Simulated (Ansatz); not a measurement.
Mulliken charges of C$_{2}$H$_{6}$Al (`C[CH2][AlH]`) radical from ωB97M-V/def2-TZVPP in Ansatz (PBE0-D4/def2-TZVP geometry).

```
atom   x (Å)   y (Å)   z (Å)  charge (e)
  C1  -0.490   0.611  -0.561      -0.315
  C2   0.645  -0.368  -0.265      -0.339
 Al3   0.595  -1.165   1.544       0.263
  H4  -1.469   0.131  -0.483       0.103
  H5  -0.416   1.032  -1.569       0.104
  H6  -0.495   1.449   0.141       0.104
  H7   0.657  -1.186  -0.996       0.099
  H8   1.621   0.121  -0.381       0.098
  H9  -0.560  -0.671   2.554      -0.116
```

Question: By hand: the dipole of these point charges (1 e Å = 4.8032 D).

Answer: Σ q r = (0.135, -0.130, 0.042) e Å, of length 0.192 e Å = 0.92 D.

Question: How does the dipole of the full density compare? (An estimate is asked.)

Answer: The calculation gave: (0.088, -0.010, -0.134) e Å, 0.77 D; the point charges give 1.19 times that, at 76° from its direction.

Point charges leave out the atoms' own dipoles, such as those of lone pairs, and Mulliken's split depends on the basis, so the two needn't agree.
